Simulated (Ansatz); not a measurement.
Input for Ansatz (development build ahead of 0.2.0):

```yaml
crystal:
  periodic: [false, false, false]
  atoms:
    - { symbol: "N", position_ang: [0.0, 0.0, -0.62154] }
    - { symbol: O, position_ang: [0.0, 0.0, 0.62154] }
basis:
  gaussian: { orbitals: "6-31G" }
magnetization:
  initial_magnetization: 1
hamiltonian:
  xc: hf
correlation:
  method: bccd_t
  frozen_orbitals: { "N": 1, O: 1 }
```

The input is written out in the form of the current development build from the run's settings. Correlation on restricted open-shell orbitals is semicanonical, with singles.

Results

| Item | Value |
| --- | --- |
| Converged | yes |
| Reference energy (starting determinant) | -129.15123 hartree |
| Correlation energy | -0.25651 hartree |
| Total energy | -129.40774 hartree |
